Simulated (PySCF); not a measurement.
## XPS shifts beside NMR shieldings

Compound: C₃H₆F₂O.
Numbering: `[CH3:1][CH2:2][O:3][CH:4]([F:5])[F:6]`

Binding energies: PySCF 2.14.0, delta-SCF UKS SCAN, pcX-2 on the ionised atom, pcseg-1 elsewhere, spin-free X2C. Shieldings: GIAO PBE0/pcSseg-1, non-relativistic, same geometry.

```
atom  C 1s (eV)
  C1     291.21
  C2     292.88
  C4     297.23
```

What are the absolute isotropic shieldings of these atoms?

```csv
atom,environment,C 1s (eV),isotropic shielding (ppm)
C1,methyl carbon,291.21,168.2
C2,sp3 carbon bound to oxygen,292.88,121.8
C4,CHF2 carbon,297.23,62.8
```

Among the listed atoms, is the one with the highest binding energy also the least shielded?

Yes: C4 has both (297.23 eV, 62.8 ppm).

By binding energy: C1 < C2 < C4. By shielding: C4 < C2 < C1.

Isolated species at its PBE0-D3(BJ)/def2-SVP geometry (one conformer only).

Conformer computed: `[CH3:1][CH2:2][O:3][CH:4]([F:5])[F:6]`: C1–C2–O3–C4 -174°, C2–O3–C4–F5 -68°.
